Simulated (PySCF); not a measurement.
# A small calculation by hand: entropy of an ideal gas

CH2, SMILES [CH2], multiplicity 3.

The structure is a stationary point at B3LYP-D3(BJ)/def2-TZVPD. The isomer is the one that the SMILES or the coordinates give; other isomers of the formula were not compared.

B3LYP-D3(BJ)/def2-TZVPD in PySCF 2.14.0 gives the harmonic wavenumbers 1054, 3125, 3363 cm⁻¹ and the rotational temperatures 82.8053, 12.1139, 10.5679 K. The molar mass is 14.03 g/mol, the symmetry number 2, the spin multiplicity 3.

Work out the entropy at 298.15 K and 1 atm in the rigid-rotor, harmonic-oscillator model.


Translation (Sackur–Tetrode at 1 atm): S = R[1.5 ln M + 2.5 ln T − 1.16487] = 141.7 J/(mol K).
Rotation: q = (√π/σ) T^1.5/√(θA θB θC) = 44.3, S = R[ln q + 3/2] = 44.0 J/(mol K).
Vibration: with u = 1.4388 ν/T, each mode gives R[u/(e^u − 1) − ln(1 − e^−u)]:
| ν (cm⁻¹) | modes | u | S (J/(mol K)) |
|---|---|---|---|
| 1054 | 1 | 5.09 | 0.31 |
The stiffer modes add less than 0.005 each. Sum 0.3 J/(mol K).
Spin: R ln 3 = 9.1 J/(mol K).
Total 195.1 J/(mol K); the program's own thermochemistry gives 195.1. Translation makes up 73 % and vibration 0 %. Anharmonicity, hindered rotation and orbital degeneracy are left out.
